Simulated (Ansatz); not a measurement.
Structure relaxation of KScBr4

The calculation used DFT PBE, scalar-relativistic, plane waves, PAW (Ansatz). Cutoff 420 eV, Γ-centred k mesh, Gaussian smearing, no spin polarisation in the final step.

The start puts KScBr4 on the sites of a reported HoCdCu4 cell (F-43m, No. 216), with K in place of Ho, Sc in place of Cd, Br in place of Cu, at a guessed volume.

```
CELL_PARAMETERS angstrom
0.00000 4.33551 4.33551
4.33551 0.00000 4.33551
4.33551 4.33551 0.00000
ATOMIC_POSITIONS crystal
K 0.25000 0.25000 0.25000
Sc 0.00000 0.00000 0.00000
Br 0.62577 0.12269 0.62577
Br 0.62577 0.62577 0.12269
Br 0.62577 0.62577 0.62577
Br 0.12269 0.62577 0.62577
```

Cell and atoms relax at zero pressure; the relaxation can't lower the symmetry of the start. After a coarse first stage the cell is made exact in the group found at 0.06 Å.

The zero of energy is the elements' standard structures at the same level; no fitted shifts are applied.

(1) Which crystal results?

(2) What are its volume, energy, density and gap?

Results:

(1) It keeps F-43m (No. 216). Conventional cell: a = 9.169 Å. K is coordinated by 12 Br at 3.80 Å and 4 Sc at 3.97 Å; Sc has 12 Br at 3.80 Å and 4 K at 3.97 Å; Br is coordinated by 6 Br at 3.24–3.25 Å, 3 Sc at 3.80 Å and 3 K at 3.80 Å.

Space group F-43m (No. 216). a = 9.169 Å, b = 9.169 Å, c = 9.169 Å, α = 90.00°, β = 90.00°, γ = 90.00°
| atom | site | symmetry | x | y | z |
| --- | --- | --- | --- | --- | --- |
| K | 4d | -43m | 0.2500 | 0.2500 | 0.7500 |
| Sc | 4a | -43m | 0.0000 | 0.0000 | 0.0000 |
| Br | 16e | .3m | 0.8748 | 0.3748 | 0.8748 |

(2) The volume per atom is 32.12 Å³ and the density is 3.48 g/cm³. The energy over the elements is -0.13 eV/atom and the gap on the 8×8×8 mesh is 0 eV (a metal).

The final run used a 8×8×8 mesh on its 6-atom cell and 0.10 eV smearing. The k mesh leaves about 4 meV/atom of noise in metals. A structure relaxed within its symmetry needn't be a true minimum. The steps took of the order of 60 core-seconds in all.

Cost: 3 runs of about 1.1 core-minutes in all, on Arm Neoverse V2 (shared hosts).